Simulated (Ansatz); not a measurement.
Method: Ansatz (a first-principles code) with PBE0-D3(BJ)/def2-TZVP. No frequencies were computed at this level.

Ansatz 0.2 input:
```yaml
crystal:
  periodic: [false, false, false]
  atoms:
    - { symbol: F, position_ang: [0.46614, -0.000002, -0.000002] }
    - { symbol: H, position_ang: [-0.46614, 0.000002, 0.000002] }
basis:
  gaussian: { orbitals: def2-tzvp }
hamiltonian:
  xc: pbe0
  dispersion: d3bj
relax:
  max_steps: 150
```

Output:

```
Functional definition: PBE0
200 factors; their error is unknown
mean field evaluation 1: about -2730.4168 eV, gradient 3.1e1 eV
mean field evaluation 2: about -2729.1155 eV, gradient 4.6e1 eV
mean field evaluation 4: about -2731.7846 eV, gradient 1.3e-1 eV
mean field evaluation 8: about -2731.7973 eV, gradient 1.2e-2 eV
mean field -2731.79728984 eV, -100.3916987231 hartree, gradient 6.8e-6 eV, S^2 0.000000; 0 other end points of the search recorded, 0 dependent functions left out
reference -2731.79729846 eV, -100.3916990397 hartree; 5, 5 occupied and 32, 32 virtual orbitals, 200 factors
relax step   1: F+E_penalty+E_count = -2731.79965515 eV  Δ(F+E_penalty+E_count) = +0.000e0 eV  max|allowed force component| = 7.105e-1 eV/Å  Δτ_max = 0.0000 Å  (21 SCF iters, accepted)
these checks for a lower state are left out or cut short: starts, cluster_reference, orbital_swaps, neighbouring_geometries, increment
200 factors; their error is unknown
mean field evaluation 16: about -2731.7888 eV, gradient 1.0e-3 eV
mean field -2731.80150578 eV, -100.3918536560 hartree, gradient 2.5e-5 eV, S^2 0.000000; 0 other end points of the search recorded, 0 dependent functions left out
reference -2731.80151426 eV, -100.3918539674 hartree; 5, 5 occupied and 32, 32 virtual orbitals, 200 factors
relax step   2: F+E_penalty+E_count = -2731.80387101 eV  Δ(F+E_penalty+E_count) = -4.216e-3 eV  max|allowed force component| = 1.526e-1 eV/Å  Δτ_max = 0.0048 Å  (25 SCF iters, accepted)
these checks for a lower state are left out or cut short: starts, cluster_reference, orbital_swaps, neighbouring_geometries, increment
200 factors; their error is unknown
mean field -2731.80169977 eV, -100.3918607848 hartree, gradient 2.5e-5 eV, S^2 0.000000; 0 other end points of the search recorded, 0 dependent functions left out
reference -2731.80170820 eV, -100.3918610948 hartree; 5, 5 occupied and 32, 32 virtual orbitals, 200 factors
relax step   3: F+E_penalty+E_count = -2731.80406498 eV  Δ(F+E_penalty+E_count) = -1.940e-4 eV  max|allowed force component| = 4.932e-3 eV/Å  Δτ_max = 0.0013 Å  (25 SCF iters, accepted)
200 factors; their error is unknown
mean field evaluation 32: about -2731.7890 eV, gradient 2.0e-5 eV
mean field -2731.80169977 eV, -100.3918607848 hartree, gradient 2.5e-5 eV, S^2 0.000000; 1 other end points of the search recorded, 0 dependent functions left out
reference -2731.80170820 eV, -100.3918610948 hartree; 5, 5 occupied and 32, 32 virtual orbitals, 200 factors
Total energy: -2731.80407342 eV, -100.3919480149 hartree
Atom 0 at     0.459983    -0.000002    -0.000002 Å, force     0.004932    -0.000000    -0.000000 eV/Å
Atom 1 at    -0.459983     0.000002     0.000002 Å, force    -0.004932     0.000000     0.000000 eV/Å
Dipole moment:    -0.400796     0.000002     0.000002 e Å
```

Cost: about 1.0 core-seconds (a rough figure).
